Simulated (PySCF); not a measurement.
# Working with the constants of CS

RHF-CCSD(T) constants of CS, ¹Σ⁺ (singlet), closed shell (C STO-3G, S STO-3G; no relativity (PySCF 2.14); masses 12.0000 and 31.9721 u):

- ωe: 1333.5 cm⁻¹
- ωexe: 6.07 cm⁻¹
- Be: 0.77991 cm⁻¹
- αe: 0.00492 cm⁻¹

Task: What force constant and bond length do these constants imply?

Result: Reduced mass μred = 8.7252 u; k = 5.8918×10⁻⁷·μred·ωe² (u, cm⁻¹, mdyn/Å) = 9.14 mdyn/Å; Re = √(16.8576/(μred·Be)) (u, cm⁻¹, Å) = 1.574 Å.

Task: Estimate the centrifugal constant D from the Kratzer relation and find the Dunham coefficient a1.

Result: D = 4Be³/ωe² = 1.07e-06 cm⁻¹; a1 = −1 − αeωe/(6Be²) = -2.80.

Measured values (Huber and Herzberg, Constants of Diatomic Molecules (1979)): ωe = 1285.08 cm⁻¹, ωexe = 6.46 cm⁻¹, Be = 0.8200462 cm⁻¹, αe = 0.0059224 cm⁻¹.

Correlated steps freeze 6 core orbitals. The CCSD T1 diagnostic is raised, a sign that a single reference may not be enough here. STO-3G is very small, so such numbers show the basis as much as the molecule.
